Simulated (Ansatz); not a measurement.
This geometry of CH$_{5}$OS (8 atoms, charge 1, multiplicity 1) is a first-order saddle point.

Method: RKS PBE0-D4/6-31G in Ansatz 0.2.0.

```xyz
8
Properties=species:S:1:pos:R:3
C -0.806 0.754 -0.013
S 0.919 0.090 0.364
O 0.608 -1.608 -0.012
H -1.457 -0.122 0.042
H -0.818 1.195 -1.009
H -1.037 1.479 0.767
H 1.568 0.390 -0.819
H 1.023 -2.179 0.678
```

Which two structures does it join? (They come from a converged band through this point; their orientation in space is the band's.)

No bond is made or broken. The dihedral H5–C1–S2–O3 goes from -40 to -160°. The two ends are copies of one structure, up to a mirror image or an exchange of like atoms.

Initial state:

```xyz
8
Properties=species:S:1:pos:R:3
C -0.835 0.695 0.005
S 0.803 -0.005 0.583
O 0.747 -1.519 -0.322
H -1.605 0.211 0.605
H -0.940 0.464 -1.055
H -0.808 1.771 0.194
H 1.655 0.652 -0.285
H 0.984 -2.269 0.275
```

Final state:

```xyz
8
Properties=species:S:1:pos:R:3
C -0.786 0.752 -0.013
S 0.968 0.123 0.176
O 0.602 -1.603 0.180
H -1.301 0.090 -0.711
H -0.722 1.777 -0.386
H -1.232 0.722 0.980
H 1.379 0.183 -1.143
H 1.091 -2.044 0.917
```

How far does it lie above each of them?

5.9 kJ/mol above the first and 5.9 kJ/mol above the second. This is the barrier of this one path; another mechanism may lie lower. Limits of this set-up: no polarisation functions, the dipole of an ion depends on the origin.

Run time: 76 s on 1 thread of Arm Neoverse V2, with other jobs on the host, peak memory 0.098 GiB.
